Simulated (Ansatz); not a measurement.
Input file for `C1COC1`:

```yaml
crystal:
  periodic: [false, false, false]
  atoms:
    - {symbol: C, position_ang: [-0.590745, 0.512457, -0.078955]}
    - {symbol: C, position_ang: [-0.411137, -1.001883, 0.062371]}
    - {symbol: O, position_ang: [1.017643, -0.879386, 0.075854]}
    - {symbol: C, position_ang: [0.938109, 0.550601, 0.002336]}
    - {symbol: H, position_ang: [-1.008667, 0.838875, -1.030247]}
    - {symbol: H, position_ang: [-1.120554, 1.004403, 0.735367]}
    - {symbol: H, position_ang: [-0.789260, -1.435464, 0.994360]}
    - {symbol: H, position_ang: [-0.759417, -1.608583, -0.779373]}
    - {symbol: H, position_ang: [1.349756, 1.025760, 0.899190]}
    - {symbol: H, position_ang: [1.457372, 0.942120, -0.878001]}
basis:
  gaussian: {orbitals: def2-SVP}
correlation: {method: ccsd_t}
```

```sh
$ ansatz run in.yaml --threads 4 --pin off --events-out ev --progress --plain --max-ram 10444MiB
```

The program prints (abridged):

```
Functional definition: HF
  name "HF"
  cite "Fock, Z. Phys. 61, 126 (1930) doi:10.1007/BF01340294"
  parent pbe
  exchange = exact_x
  correlation = 0
875 factors; integrals over basis functions are off by at most 1.1e-3 eV
mean field evaluation 1: about -5216.1788 eV, gradient 2.8e1 eV
mean field evaluation 2: about -5216.1853 eV, gradient 2.8e1 eV
mean field evaluation 4: about -5218.1540 eV, gradient 3.9e0 eV
mean field evaluation 8: about -5218.1884 eV, gradient 7.8e-5 eV
mean field -5218.18836530 eV, -191.7648854095 hartree, gradient 2.4e-6 eV, S^2 0.000000; 0 other end points of the search recorded, 0 dependent functions left out
4 core orbitals not correlated: weight in the atoms' cores, before any rotation towards them, 1.000 or more for the frozen orbitals, at most 0.000 for the correlated occupied ones
reference -5218.18836530 eV, -191.7648854095 hartree; 12, 12 occupied and 70, 70 virtual orbitals, 875 factors
second order -16.24681365 eV of doubles, -0.00000000 eV of singles
cycle   1  -16.89481017 eV  change   -6.5e-1 eV  update   8.1e-2
cycle   2  -17.32074597 eV  change   -4.3e-1 eV  update   2.3e-2
cycle   3  -17.40476240 eV  change   -8.4e-2 eV  update   1.1e-2
cycle   4  -17.40383350 eV  change    9.3e-4 eV  update   2.5e-3
cycle   5  -17.40498464 eV  change   -1.2e-3 eV  update   1.1e-3
cycle   6  -17.40533729 eV  change   -3.5e-4 eV  update   3.6e-4
cycle   7  -17.40512513 eV  change    2.1e-4 eV  update   1.3e-4
cycle   8  -17.40508834 eV  change    3.7e-5 eV  update   4.2e-5
cycle   9  -17.40508906 eV  change   -7.2e-7 eV  update   1.1e-5
perturbative correction -0.49841376 eV, -0.0183163677 hartree
Total energy: -5236.09186812 eV, -192.4228270027 hartree
```

Hardware: 4 threads of an Arm Neoverse V2 on a shared host. Wall time 1.9 s, peak host memory 0.4 GiB.

Correlation energy per correlated electron: -0.746 eV. T1 diagnostic: 0.0092.
